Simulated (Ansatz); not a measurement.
ethane (SMILES CC) moved off its minimum; all values from Ansatz (a first-principles code), cores frozen in correlated methods.
(charge 0, multiplicity 1)
```xyz
8

C     -0.7001     0.0988    -0.1200
C      0.7710    -0.0825     0.0349
H     -1.3099    -0.5033    -0.6165
H     -1.1300     1.2072    -0.1958
H     -1.2356     0.0053     1.0450
H      0.9339    -0.9473     0.3739
H      1.2629     0.3974     0.8046
H      1.2182    -0.1439    -0.8160
```

```tsv
level	largest force (eV/Å)	on atom	rms difference from CCSD(T)/cc-pVTZ (eV/Å)	dipole (D)
HF/def2-TZVPP	10.16	C1	0.265	0.46
PBE/def2-TZVPP	8.99	C1	0.185	0.41
r2SCAN/def2-TZVPP	9.20	C1	0.073	0.43
B3LYP/def2-TZVPP	9.23	C1	0.048	0.41
wB97M-V/def2-TZVPP	9.32	C1	0.055	0.41
MP2/cc-pVTZ	9.52	C1	0.083	0.38
CCSD(T)/cc-pVTZ	9.32	C1	0.000	0.39
```

The differences count from one level among others, with limits of its own. Forces at CCSD(T)/cc-pVTZ (eV/Å):

| atom | Fx | Fy | Fz |
|---|---|---|---|
| C1 | -1.650 | 5.832 | 7.078 |
| C2 | -4.103 | 3.715 | 0.937 |
| H3 | -1.867 | -2.880 | -2.842 |
| H4 | 1.389 | -2.023 | -0.718 |
| H5 | 1.546 | -0.217 | -2.701 |
| H6 | 0.679 | -7.665 | 2.614 |
| H7 | 0.785 | 2.484 | 1.052 |
| H8 | 3.221 | 0.754 | -5.420 |
